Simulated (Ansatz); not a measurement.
# B2SiH+ (quintet): the correlation ladder, def2-QZVPP

One table from this session's results is given with a row withheld; the runs are named, their logs left out.

The runs use Ansatz 0.2.0, Gaussian basis; def2-QZVPP, core rule «outside noble gas», up to 7 orbitals frozen.

Plan: UHF; ROHF; CCSD(T) on UHF.

## The geometry

The geometry is a PBE0/def2-TZVP stationary point (not a proven minimum) of the parent state, kept for this charge and spin.

4 atoms, charge 1, spin multiplicity 5.

Atoms are counted from 1 here; the program's logs count them from 0.

Bond lengths: B1–Si2 1.995 Å, B1–B3 1.731 Å, Si2–B3 1.946 Å, B3–H4 1.188 Å. Angles: Si2–B1–B3 62.5°, B1–Si2–B3 52.1°, B1–B3–Si2 65.4°, B1–B3–H4 134.1°, Si2–B3–H4 160.5°.

As a file:

```xyz
4
B2HSi
B     0.0000   -1.1023   -0.7602
Si    0.0000    0.1510    0.7923
B     0.0000    0.5947   -1.1020
H     0.0000    1.2363   -2.1018
```

The first run:

Input file in.yaml:

```yaml
crystal:
  periodic: [false, false, false]
  atoms:
    - {symbol: B, position_ang: [0.000000, -1.102278, -0.760213]}
    - {symbol: Si, position_ang: [0.000000, 0.151019, 0.792273]}
    - {symbol: B, position_ang: [0.000000, 0.594686, -1.102049]}
    - {symbol: H, position_ang: [0.000000, 1.236325, -2.101784]}
basis:
  gaussian: {orbitals: "def2-QZVPP.json"}
total_charge: 1
magnetization: {spin_polarized: true, initial_magnetization: 4}
hamiltonian: {xc: hf}
output: {orbitals: {seedname: orbitals}}
```

Command:

```
> ansatz run in.yaml --threads 1 --pin off --events-out ev --progress --plain --max-ram 2393MiB
```

Steps of the session up to this table: UHF; ROHF; CCSD(T) on UHF.

One of the session's tables, all rows but one given; the rest of the session is left out.

It belongs to the step «Misses and costs». 

```
  method  from UCCSD(T) (meV)
    ROHF              +7018.2
     UHF                    ?
    UMP2              +1262.6
   UCCSD               +371.1
UCCSD(T)                    0
```

**Question.** Estimate the row for UHF.

The run gave: from UCCSD(T) (meV): +6907.4. In the column «from UCCSD(T) (meV)» it lies between UMP2 (+1262.6) and ROHF (+7018.2).
